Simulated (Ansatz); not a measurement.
# BO, doublet: up the ladder of correlation methods

Program: Ansatz, Gaussian basis, development build; BCCD by scripts on PySCF. Nonrelativistic, STO-3G, 2 core orbitals frozen. Perturbation and coupled-cluster methods stand on the Hartree–Fock determinant that coupled cluster favours; RHF here means ROHF, with semicanonical perturbation theory. The state met can change along the bond. Small basis; these aren't basis-limit values. The unrestricted determinant is a mixture of spins, so it may stand for another state.

Correlation energy of CCSD(T), then each method's total less that of CCSD(T), in eV:

```json
{"case": "1.085 Å RHF", "E corr CCSD(T)": "-3.035", "CCSD": "+0.120", "BCCD": "+0.166", "BCCD(T)": "+0.001", "determinant": "–"}
{"case": "1.446 Å RHF", "E corr CCSD(T)": "-4.849", "CCSD": "+0.589", "BCCD": "+0.750", "BCCD(T)": "-0.005", "determinant": "0.33 eV over the lowest such Hartree–Fock solution met"}
{"case": "1.446 Å UHF", "E corr CCSD(T)": "-3.712", "CCSD": "+0.161", "BCCD": "+0.486", "BCCD(T)": "-0.124", "determinant": "⟨S²⟩ = 1.475"}
{"case": "1.687 Å RHF", "E corr CCSD(T)": "-2.583", "CCSD": "+0.164", "BCCD": "+0.231", "BCCD(T)": "-0.495", "determinant": "–"}
{"case": "2.350 Å RHF", "E corr CCSD(T)": "-4.434", "CCSD": "+0.049", "BCCD": "+0.055", "BCCD(T)": "+0.015", "determinant": "–"}
{"case": "2.350 Å UHF", "E corr CCSD(T)": "-1.612", "CCSD": "+0.019", "BCCD": "+0.114", "BCCD(T)": "+0.086", "determinant": "⟨S²⟩ = 1.624"}
{"case": "3.374 Å UHF", "E corr CCSD(T)": "-1.088", "CCSD": "0.000", "BCCD": "-0.007", "BCCD(T)": "-0.029", "determinant": "⟨S²⟩ = 1.750"}
```

Question: Give full CI less CCSD(T). Is CCSD(T) good to 1 kcal/mol?

Answer: 1.085 Å RHF: -0.013 eV (within); 1.446 Å RHF: +0.006 eV (within); 1.446 Å UHF: -0.190 eV (outside, spin-contaminated determinant); 1.687 Å RHF: -0.491 eV (outside, other state); 2.350 Å RHF: -0.131 eV (outside); 2.350 Å UHF: -0.064 eV (outside, spin-contaminated determinant); 3.374 Å UHF: -0.014 eV (within, spin-contaminated determinant).

Question: Which method comes nearest to full CI in total energy for 1.446 Å RHF?

Answer: CCSD(T), 0.006 eV away; next BCCD(T) (0.011 eV), last BCCD (0.744 eV).

Several Brueckner solutions were met. Coupled cluster and full CI may stand on different states here.
